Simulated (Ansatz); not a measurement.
C2H4ClF, SMILES `CC(F)Cl`. Total charge 0; spin multiplicity 1. The geometry is a stationary point of PBE0-D4/def2-TZVP.

```xyz
8

C     0.612   -0.487    0.198
C    -0.465    0.436   -0.287
F    -0.099    1.732   -0.079
Cl   -2.000    0.139    0.571
H     0.329   -1.524    0.018
H     1.538   -0.271   -0.340
H     0.775   -0.342    1.267
H    -0.690    0.318   -1.348
```

(1) What is the dipole moment at ωB97M-V/def2-TZVPP? (Best estimate.)

(2) And with PBE, r2SCAN, B3LYP? (Estimate.)

(3) Give the Mulliken charges with ωB97M-V, r2SCAN, PBE in def2-TZVPP. (Estimate.)

Results:

(1) The calculation gave: 2.16 D, with components (1.31, -1.46, -0.91) D in this frame, pointing from negative to positive charge.

(2) The calculation gave: PBE 2.07 D, r2SCAN 2.19 D, B3LYP 2.17 D.

(3) Ansatz gave: 
| atom | ωB97M-V | r2SCAN | PBE |
| --- | --- | --- | --- |
| C1 | -0.27 | -0.12 | -0.23 |
| C2 | 0.12 | 0.25 | 0.15 |
| F3 | -0.19 | -0.20 | -0.16 |
| Cl4 | -0.11 | -0.15 | -0.13 |
| H5 | 0.11 | 0.06 | 0.09 |
| H6 | 0.11 | 0.06 | 0.09 |
| H7 | 0.12 | 0.06 | 0.10 |
| H8 | 0.12 | 0.05 | 0.09 |

B3LYP here is the variant with VWN-RPA as its local correlation; programs differ in this.
